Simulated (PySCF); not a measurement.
## Working out the ionisation energy of O

O [He] 2s2 2p4 (3P) → O⁺ [He] 2s2 2p3 (4S). Computed with PySCF 2.14 in cc-pVDZ-DK (3s2p1d, 14 functions), with scalar relativity by spin-free X2C-1e. Frozen: 1s2. Energies in hartree (1 hartree = 27.21139 eV):

```json
{"part": "UHF", "O (lower)": "-74.844160", "O⁺ (upper)": "-74.404853"}
{"part": "CCSD correlation", "O (lower)": "-0.117104", "O⁺ (upper)": "-0.084815"}
{"part": "(T)", "O (lower)": "-0.000750", "O⁺ (upper)": "-0.000527"}
```

**Question.** What does Hartree-Fock give?

**Answer.** (-74.404853) − (-74.844160) = 0.439307 hartree = 11.954 eV.

**Question.** What do CCSD and CCSD(T) give?

**Answer.** The CCSD correlation energies differ by 0.032289 hartree = 0.879 eV and the triples by 0.000223 hartree = 0.006 eV, so CCSD gives 12.833 eV and CCSD(T) 12.839 eV.

Measured between the centres of the two terms (NIST): 13.608 eV, so CCSD(T) (valence) is off by -0.769 eV.

A double-zeta basis recovers only part of the correlation energy.

What remains against the reference includes basis incompleteness, the frozen core and higher excitations.
